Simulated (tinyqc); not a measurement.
Worked calculation: Hueckel theory of the pi electrons, for the molecule c1c[cH+]1 (SMILES; centres numbered as the heavy atoms are written). Computed by tinyqc, a small Python program that keeps every step. Settings: charge = 1. Command: `OMP_NUM_THREADS=1 python tinyqc.py 30403 30404 out.jsonl` (the two numbers bound the seeds that draw the settings). One thread of a shared host (Intel(R) Xeon(R) Processor @ 2.60GHz), about 0.02 s of CPU time with the checks.

## The Hueckel matrix

Centres:
```
centre,"z_r, pi electrons of the neutral centre",h
1C,1,0.000000
2C,1,0.000000
3C,1,0.000000
```

Bonds:
```
i,j,k
1,2,1
2,3,1
3,1,1
```

H_rr = alpha + h_r beta, H_rs = k_rs beta for bonded centres.

Hueckel matrix in units of beta (H = alpha + beta A):
```
,1C,2C,3C
1C,0.000000,1.000000,1.000000
2C,1.000000,0.000000,1.000000
3C,1.000000,1.000000,0.000000
```

## Orbitals

pi electrons, sum of z_r less the charge = 2

Diagonalise; E = alpha + x beta with beta < 0, so the largest x are filled first; degenerate levels share their electrons. P = sum n_i c_ri c_si; each orbital has its largest coefficient positive (the first on a tie).

x values: 2.000000  -1.000000  -1.000000

occupations: 2.000000  0.000000  0.000000

coefficients:
```
,MO1,MO2,MO3
1C,0.577350,-0.283201,0.765809
2C,0.577350,0.804811,-0.137645
3C,0.577350,-0.521609,-0.628164
```

charge and bond-order matrix P:
```
,1C,2C,3C
1C,0.666667,0.666667,0.666667
2C,0.666667,0.666667,0.666667
3C,0.666667,0.666667,0.666667
```

Within a degenerate level the vectors are fixed only up to a rotation; this is one choice.

## Energy, charges, bond orders

E = sum n x; q_r = z_r - P_rr; bond order p = P_rs; free valence = sqrt(3) - sum of p over the bonds of the atom.

pi energy = 2 alpha + this times beta = 4.000000

pi charges: 1C 0.333333, 2C 0.333333, 3C 0.333333

Bond orders and lengths from R = 1.517 - 0.180 p (angstrom, C-C alone):
```
bond,p,R
1-2,0.666667,1.397000
2-3,0.666667,1.397000
3-1,0.666667,1.397000
```

free valence of the carbons: 1C 0.398717, 2C 0.398717, 3C 0.398717

gap between the highest filled and the next level = 3.000000 |beta|
